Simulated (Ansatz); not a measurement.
# C₂H₂O₂: functionals against CCSD(T) at one geometry

The task here is to estimate one member of a computed series from the others.

Method: single points in def2-TZVPP; program: Ansatz 0.2.0, Gaussian basis.

Cores are frozen in the correlated methods.

## The starting structure

SMILES `O=C1CO1`, 6 atoms, charge 0, spin multiplicity 1.

Atoms are counted from 1 here; the program's logs count them from 0.

Bond lengths: O1–C2 1.168 Å, C2–C3 1.458 Å, C2–O4 1.105 Å, C3–O4 1.594 Å, C3–H5 1.330 Å, C3–H6 0.952 Å. Angles: O1–C2–C3 160.7°, O1–C2–O4 123.7°, C3–C2–O4 75.5°, C2–C3–O4 42.2°, C2–C3–H5 113.6°, C2–C3–H6 133.6°, O4–C3–H5 104.1°, O4–C3–H6 112.8°, H5–C3–H6 110.4°, C2–O4–C3 62.4°.

As a file:

```mol
C2H2O2
  3D, bonds by distance, orders not assigned

  6  6  0  0  0  0  0  0  0  0999 V2000
   -0.8340   -1.7047    0.3727 O   0  0
   -0.4047   -0.6532    0.1015 C   0  0
    0.2561    0.6400    0.2356 C   0  0
   -0.5588   -0.1609   -0.8755 O   0  0
    1.5044    0.6489   -0.2223 H   0  0
   -0.0598    1.5301    0.3557 H   0  0
  1  2  8  0
  2  3  8  0
  2  4  8  0
  3  4  8  0
  3  5  8  0
  3  6  8  0
M  END
```

The first run:

File run/in.yaml:

```yaml
crystal:
  periodic: [false, false, false]
  atoms:
    - {symbol: O, position_ang: [-0.834000, -1.704700, 0.372700]}
    - {symbol: C, position_ang: [-0.404700, -0.653200, 0.101500]}
    - {symbol: C, position_ang: [0.256100, 0.640000, 0.235600]}
    - {symbol: O, position_ang: [-0.558800, -0.160900, -0.875500]}
    - {symbol: H, position_ang: [1.504400, 0.648900, -0.222300]}
    - {symbol: H, position_ang: [-0.059800, 1.530100, 0.355700]}
basis:
  gaussian: {orbitals: def2-TZVPP}
correlation: {method: ccsd_t}
output: {forces: true}
```

The command line of these runs was not kept.

Among the steps run: CCSD(T)/def2-TZVPP; PBE0-D4/def2-TZVPP; wB97M-V/def2-TZVPP; r2SCAN-D4/def2-TZVPP; PBE-D4/def2-TZVPP; r2SCANh-D4/def2-TZVPP; BHLYP-D4/def2-TZVPP.

One of the session's tables, all rows but one given; the rest of the session is left out.

| method | RMS force component (eV/Å) | angle to CCSD(T) forces (°) | dipole (D) |
| --- | --- | --- | --- |
| CCSD(T) | 6.799 | reference | 4.25 |
| PBE0-D4 | ? | ? | ? |
| wB97M-V | 6.623 | 1.9 | 4.38 |
| r2SCAN-D4 | 6.645 | 0.9 | 4.20 |
| PBE-D4 | 6.821 | 1.7 | 4.06 |
| r2SCANh-D4 | 6.583 | 2.0 | 4.29 |
| BHLYP-D4 | 6.369 | 5.1 | 4.62 |

Q: Estimate the row for PBE0-D4 from the others.

The run gave: RMS force component (eV/Å): 6.609; angle to CCSD(T) forces (°): 2.6; dipole (D): 4.33. In the column «RMS force component (eV/Å)» it lies between r2SCANh-D4 (6.583) and wB97M-V (6.623).
